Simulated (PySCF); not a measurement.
# SiH2OF (SMILES O[SiH]F): FCI/STO-3G

What is the energy change on altering one bond length of SiH2OF at FCI/STO-3G? 

The results are computed with PySCF 2.14.0.

12 further runs of the same task are left out: 1 that didn't finish, 11 set aside as unsound or not needed.

**1. The structure to begin with**

SiH2OF: 5 atoms, total charge 0, spin state doublet. SMILES: `O[SiH]F`. Geometry: relaxed at PBE0-D4/def2-TZVP. This is one conformer, not always the lowest.

Bond lengths: O1–Si2 1.636 Å, Si2–F3 1.603 Å, O1–H4 0.959 Å, Si2–H5 1.490 Å. Angles: O1–Si2–F3 110.5°, O1–Si2–H5 105.3°, F3–Si2–H5 107.6°, Si2–O1–H4 119.2°.

**2. A single-point energy at FCI/STO-3G**

Input file input.py:

```python
from pyscf import gto, scf, mcscf

molecule = gto.M(
    atom='''
O     -0.615200    -0.884600    -0.276300
Si     0.283900     0.245700     0.493100
F      0.207000     1.646500    -0.283100
H     -1.564500    -0.765100    -0.338000
H      1.688800    -0.242600     0.404400
''',
    max_memory=1860,
    basis='sto-3g',
    spin=1,
    verbose=4,
)

mf = scf.ROHF(molecule)
mf.conv_tol = 1e-10
mf.kernel()
if not mf.converged:
    mf = mf.newton().run(mf.mo_coeff, mf.mo_occ)

cas = mcscf.CASCI(mf, mf.mo_coeff.shape[-1] - 7, (molecule.nelec[0] - 7, molecule.nelec[1] - 7))  # full CI above the frozen core
cas.fix_spin_(ss=0.75)
cas.kernel()
energy = cas.e_tot
print('Final energy', energy)
```

Run with:

```sh
$ OMP_NUM_THREADS=1 python input.py
```

Log:

```text
PySCF version 2.14.0

[INPUT] num. atoms = 5
[INPUT] num. electrons = 33
[INPUT] charge = 0
[INPUT] spin (= nelec alpha-beta = 2S) = 1
[INPUT] symmetry False subgroup None
[INPUT] Mole.unit = angstrom
[INPUT] Symbol           X                Y                Z      unit          X                Y                Z       unit  Magmom
[INPUT]  1 O     -0.615200000000  -0.884600000000  -0.276300000000 AA   -1.162559511832  -1.671651729790  -0.522131328217 Bohr   0.0
[INPUT]  2 Si     0.283900000000   0.245700000000   0.493100000000 AA    0.536493246764   0.464305708806   0.931823952023 Bohr   0.0
[INPUT]  3 F      0.207000000000   1.646500000000  -0.283100000000 AA    0.391173307785   3.111434064096  -0.534981465864 Bohr   0.0
[INPUT]  4 H     -1.564500000000  -0.765100000000  -0.338000000000 AA   -2.956476521882  -1.445829457905  -0.638727430103 Bohr   0.0
[INPUT]  5 H      1.688800000000  -0.242600000000   0.404400000000 AA    3.191369479165  -0.458447557819   0.764205244774 Bohr   0.0

nuclear repulsion = 110.136766961303
number of shells = 13
number of NR pGTOs = 63
number of NR cGTOs = 21
basis = sto-3g
ecp = {}

******** <class 'pyscf.scf.rohf.ROHF'> ********
method = ROHF
initial guess = minao
damping factor = 0
level_shift factor = 0
DIIS = <class 'pyscf.scf.diis.CDIIS'>
diis_start_cycle = 1
diis_space = 8
diis_damp = 0
SCF conv_tol = 1e-10
SCF conv_tol_grad = None
SCF max_cycles = 50
direct_scf = True
direct_scf_tol = 1e-13
num. doubly occ = 16  num. singly occ = 1
Set gradient conv threshold to 1e-05
init E= -458.507345089473
  HOMO = -0.0802578671328406  LUMO = 0.291592591593414  gap/eV = 10.11857
cycle= 1 E= -458.509443153568  delta_E= -0.0021  |g|= 0.456  |ddm|= 1.94
  HOMO = -0.0148919351502207  LUMO = 0.52902549286361  gap/eV = 14.80075
cycle= 2 E= -458.601572834205  delta_E= -0.0921  |g|= 0.136  |ddm|= 0.749
  HOMO = 0.00171755316363731  LUMO = 0.512611557357273  gap/eV = 13.90213
cycle= 3 E= -458.612648836164  delta_E= -0.0111  |g|= 0.0366  |ddm|= 0.209
  HOMO = -0.00566700104578821  LUMO = 0.519127205592662  gap/eV = 14.28038
cycle= 4 E= -458.61390944523  delta_E= -0.00126  |g|= 0.01  |ddm|= 0.0868
  HOMO = -0.00815534394144246  LUMO = 0.518039892373861  gap/eV = 14.31850
cycle= 5 E= -458.61399908104  delta_E= -8.96e-05  |g|= 0.00329  |ddm|= 0.0207
  HOMO = -0.00836108034048044  LUMO = 0.518912405198017  gap/eV = 14.34784
cycle= 6 E= -458.614010431706  delta_E= -1.14e-05  |g|= 0.000535  |ddm|= 0.00881
  HOMO = -0.00830751683107422  LUMO = 0.518877561846813  gap/eV = 14.34544
cycle= 7 E= -458.614010702798  delta_E= -2.71e-07  |g|= 0.000124  |ddm|= 0.00132
  HOMO = -0.00832667313514746  LUMO = 0.518884099115404  gap/eV = 14.34614
cycle= 8 E= -458.614010717142  delta_E= -1.43e-08  |g|= 2.51e-05  |ddm|= 0.000305
  HOMO = -0.00832656394079445  LUMO = 0.518885957957481  gap/eV = 14.34618
cycle= 9 E= -458.614010717787  delta_E= -6.44e-10  |g|= 4.22e-06  |ddm|= 7.17e-05
  HOMO = -0.00832841523648087  LUMO = 0.518885941991498  gap/eV = 14.34623
cycle= 10 E= -458.614010717802  delta_E= -1.53e-11  |g|= 6.63e-07  |ddm|= 1.03e-05
  HOMO = -0.00832839337257107  LUMO = 0.518885978478441  gap/eV = 14.34623
Extra cycle  E= -458.614010717802  delta_E=    0  |g|= 2.8e-07  |ddm|= 1.16e-06
converged SCF energy = -458.614010717802

******** <class 'pyscf.mcscf.casci.CASCI'> ********
CAS (10e+9e, 14o), ncore = 7, nvir = 0
natorb = False
canonicalization = True
sorting_mo_energy = False
******** <class 'pyscf.fci.addons.SpinPenaltyFCISolver'> ********
max. cycles = 200
conv_tol = 1e-08
davidson only = True
linear dependence = 1e-12
level shift = 0.001
max iter space = 12
nroots = 1
pspace_size = 400
spin = None
Density matrix diagonal elements [1.9973913  1.99204946 1.9807108  1.97694238 1.98535329 1.9847842
 1.97775538 1.97905344 1.98141886 1.01958346 0.03310773 0.03494538
 0.03028051 0.02662381]
CASCI converged
CASCI E = -458.720634492653  E(CI) = -78.8046480411867  S^2 = 0.7500000
Final energy -458.7206344926531
```

Wall time 82 s (1 thread of Arm Neoverse V1, shared host); peak memory 0.56 GiB.

**3. The distorted shape**

Input file calc.py:

```python
from pyscf import gto, mcscf

mol = gto.M(
    atom='''
O   -1.317674  -0.640442  -0.231948
Si  -0.418574   0.489858   0.537452
F   -0.495474   1.890658  -0.238748
H   -2.266974  -0.520942  -0.293648
H    1.688800  -0.242600   0.404400
''',
    basis='sto-3g',
    spin=1,
    verbose=3,
    max_memory=1860,
    charge=0,
)

mf = mol.ROHF()
mf.conv_tol = 1e-10
mf.kernel()
if not mf.converged:
    mf = mf.newton().run(mf.mo_coeff, mf.mo_occ)

cas = mcscf.CASCI(mf, mf.mo_coeff.shape[-1] - 7, (mol.nelec[0] - 7, mol.nelec[1] - 7))  # full CI above the frozen core
cas.fix_spin_(ss=0.75)
cas.kernel()
etot = cas.e_tot
print('E = %.10f Eh' % etot)
```

Run with:

```sh
$ OMP_NUM_THREADS=1 python calc.py
```

Log:

```text
converged SCF energy = -458.508372837373
CASCI E = -458.637087575264  E(CI) = -77.6755299556681  S^2 = 0.7500000
E = -458.6370875753 Eh
```

Wall time 1.7 min (1 thread of Arm Neoverse V1, shared host); peak memory 0.56 GiB.

**4. Outcome**

Level: FCI/STO-3G, 7 core orbitals frozen.

```
                                                          quantity          value
                                         first shape: total energy  -458.72063 Eh
                 first shape: dipole moment (Hartree–Fock density)         1.85 D
          first shape: correlation energy (7 core orbitals frozen)     -106.6 mEh
                                     distorted shape: total energy  -458.63709 Eh
             distorted shape: dipole moment (Hartree–Fock density)         1.48 D
      distorted shape: correlation energy (7 core orbitals frozen)     -128.7 mEh
energy change with the Si2–H5 bond stretched from 1.490 to 2.235 Å       2.273 eV
```

With the Si2–H5 bond stretched from 1.490 to 2.235 Å the energy rises by 2.27 eV (219 kJ/mol). The first shape isn't relaxed at this level, so the change isn't measured from a minimum. The minimal basis adds a large error of its own. Mulliken charges (distorted shape) of the mean-field density run from -0.52 on O1 to +0.75 on Si2.
